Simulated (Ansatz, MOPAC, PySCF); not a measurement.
Molecule: C4H4N (charge 0, doublet). SMILES: [c]1ccc[nH]1
Geometry from a B3LYP-D3(BJ)/def2-TZVP (Ansatz, a program for electronic structure) optimisation:
```
C
C 1 1.3720
H 2 1.0762 1 131.33
H 1 1.0778 2 125.81 3 0.00
N 2 1.3836 3 121.13 1 -180.00
H 5 1.0035 2 126.04 3 0.00
C 5 1.3541 6 126.03 2 -180.00
C 7 1.3627 5 111.38 6 180.00
H 8 1.0753 7 127.81 5 -180.00
```
Charge 0, spin multiplicity 2.

Quantity: enthalpy of formation at 298 K, in kcal/mol. Set-up: 6-31G* and kin with 6d, 5d where marked; open shells spin-unrestricted; non-relativistic; spin-orbit terms left out; frozen cores in correlated levels; 6-311+G** with 5d; dispersion terms only where a functional's name holds one. First-principles rows: single points at B3LYP-D3(BJ) geometries (Ansatz), with unscaled harmonic terms from B3LYP/6-31G* at its own minima, enthalpies of formation by atomisation with measured atoms. Semi-empirical rows: MOPAC heats of formation at their own minima for 298 K. A UHF reference is markedly spin-contaminated in at least one set, which strains HF and MP2.

| level | program | enthalpy of formation at 298 K (kcal/mol) |
|---|---|---|
| AM1 | MOPAC | 104.0 |
| MNDO | MOPAC | 99.1 |
| HF/6-311+G** | Ansatz | 380.8 |
| BP86/def2-SVP | PySCF | 41.5 |
| B3LYP/6-31G* | Ansatz | 100.8 |
| M06-2X/6-31G* (5d) | PySCF | 92.0 |
| MP2/6-311+G** | Ansatz | 139.5 |
| r2SCAN-D4/def2-TZVPD | Ansatz + dftd4 | 83.9 |
| wB97X-V/def2-TZVPD | Ansatz | 92.1 |

No value to compare with is used here. The 7 habitual levels span 41.5 (BP86/def2-SVP) to 380.8 kcal/mol (HF/6-311+G**); r2SCAN-D4/def2-TZVPD gives 83.9.

The levels are drawn from those run, B3LYP/6-31G* more often than the rest, none by its result; runs whose electronic state is in doubt are left out.
